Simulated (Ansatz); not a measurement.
# CH₆NSi+ (SMILES [CH2+]N[SiH3]): single points off equilibrium

A test off equilibrium: a structure displaced at random from a GFN2-xTB minimum is computed at several levels, and each is set against CCSD(T).

Method: single points in def2-TZVPP; program: Ansatz 0.2.0, Gaussian basis.

Correlated methods freeze the cores.

### Step 1. The starting structure

SMILES `[CH2+]N[SiH3]`, 9 atoms, charge 1, spin multiplicity 1.

Atoms are counted from 1 here; the program's logs count them from 0.

Bond lengths: C1–N2 1.242 Å, C1–H4 1.036 Å, C1–H5 1.103 Å, N2–Si3 1.900 Å, N2–H6 1.010 Å, Si3–H7 1.462 Å, Si3–H8 1.344 Å, Si3–H9 1.459 Å. Angles: N2–C1–H4 120.5°, N2–C1–H5 120.3°, H4–C1–H5 119.2°, C1–N2–Si3 129.3°, C1–N2–H6 116.8°, Si3–N2–H6 113.8°, N2–Si3–H7 97.7°, N2–Si3–H8 103.3°, N2–Si3–H9 99.2°, H7–Si3–H8 117.6°, H7–Si3–H9 110.7°, H8–Si3–H9 122.5°.

As a file:

```
C    -0.8413    0.7959   -0.9473
N     0.0099    0.5988   -0.0643
Si    0.5468   -1.0326    0.7483
H    -1.4276    0.0164   -1.2951
H    -0.9813    1.8049   -1.3711
H     0.5074    1.4085    0.2779
H     1.9332   -1.0363    0.2843
H    -0.2916   -1.9352    0.2119
H     0.4738   -0.6317    2.1493
```

### Step 2. CCSD(T)/def2-TZVPP

run/in.yaml reads:

```yaml
crystal:
  periodic: [false, false, false]
  atoms:
    - {symbol: C, position_ang: [-0.841300, 0.795900, -0.947300]}
    - {symbol: N, position_ang: [0.009900, 0.598800, -0.064300]}
    - {symbol: Si, position_ang: [0.546800, -1.032600, 0.748300]}
    - {symbol: H, position_ang: [-1.427600, 0.016400, -1.295100]}
    - {symbol: H, position_ang: [-0.981300, 1.804900, -1.371100]}
    - {symbol: H, position_ang: [0.507400, 1.408500, 0.277900]}
    - {symbol: H, position_ang: [1.933200, -1.036300, 0.284300]}
    - {symbol: H, position_ang: [-0.291600, -1.935200, 0.211900]}
    - {symbol: H, position_ang: [0.473800, -0.631700, 2.149300]}
basis:
  gaussian: {orbitals: def2-TZVPP}
total_charge: 1
correlation: {method: ccsd_t}
output: {forces: true}
```

The command line of these runs was not kept.

### Step 3. PBE0-D4/def2-TZVPP

run/in.yaml: that of step 2 with these lines changed.

```diff
@@ -15,3 +15,3 @@
 total_charge: 1
-correlation: {method: ccsd_t}
-output: {forces: true}
+hamiltonian: {xc: pbe0, dispersion: d4}
+output: {forces: true, orbitals: {seedname: orbitals}}
```

### Step 4. wB97M-V/def2-TZVPP

run/in.yaml: that of step 3 with these lines changed.

```diff
@@ -15,3 +15,3 @@
 total_charge: 1
-hamiltonian: {xc: pbe0, dispersion: d4}
-output: {forces: true, orbitals: {seedname: orbitals}}
+hamiltonian: {xc: {name: wB97M-V}}
+output: {forces: true}
```

### Step 5. r2SCAN-D4/def2-TZVPP

run/in.yaml: that of step 4 with these lines changed.

```diff
@@ -15,3 +15,3 @@
 total_charge: 1
-hamiltonian: {xc: {name: wB97M-V}}
+hamiltonian: {xc: r2scan, dispersion: d4}
 output: {forces: true}
```

### Step 6. PBE-D4/def2-TZVPP

run/in.yaml: that of step 5 with these lines changed.

```diff
@@ -15,3 +15,3 @@
 total_charge: 1
-hamiltonian: {xc: r2scan, dispersion: d4}
+hamiltonian: {xc: pbe, dispersion: d4}
 output: {forces: true}
```

### Step 7. wB97X-V/def2-TZVPP

run/in.yaml: that of step 6 with these lines changed.

```diff
@@ -15,3 +15,3 @@
 total_charge: 1
-hamiltonian: {xc: pbe, dispersion: d4}
+hamiltonian: {xc: {name: wB97X-V}}
 output: {forces: true}
```

### Step 8. BLYP-D4/def2-TZVPP

run/in.yaml: that of step 7 with these lines changed.

```diff
@@ -15,3 +15,3 @@
 total_charge: 1
-hamiltonian: {xc: {name: wB97X-V}}
+hamiltonian: {xc: {name: BLYP}, dispersion: d4}
 output: {forces: true}
```

(Steps that only read results are left out.)

Before running it: what results should come out? Wanted: energy less free atoms, CCSD(T)/def2-TZVPP; RMS force component; RMS force error; HOMO and LUMO, PBE0-D4; T1 diagnostic.

**Answer**, as computed:

| quantity | value |
| --- | --- |
| energy less free atoms, CCSD(T)/def2-TZVPP | -2262.7 kJ/mol |
| RMS force component | 1.231 to 1.346 eV/Å over the methods |
| RMS force error | PBE0-D4 0.242, wB97M-V 0.202, r2SCAN-D4 0.168, PBE-D4 0.180, wB97X-V 0.184, BLYP-D4 0.127 eV/Å |
| HOMO and LUMO, PBE0-D4 | -15.01 and -7.37 eV |
| T1 diagnostic | 0.013 |

In words: Against CCSD(T) the functionals' energies less atoms differ by -95.1 to -55.3 kJ/mol, PBE-D4 by -95.1 kJ/mol. A larger basis would deepen the CCSD(T) value, while the functionals are nearly converged already, so the order here is not reliable. The forces of BLYP-D4 come nearest to CCSD(T), those of PBE0-D4 are farthest. Frozen-core CCSD(T) forces in triple zeta carry basis errors of their own, and this is one geometry, so small gaps rank nothing.
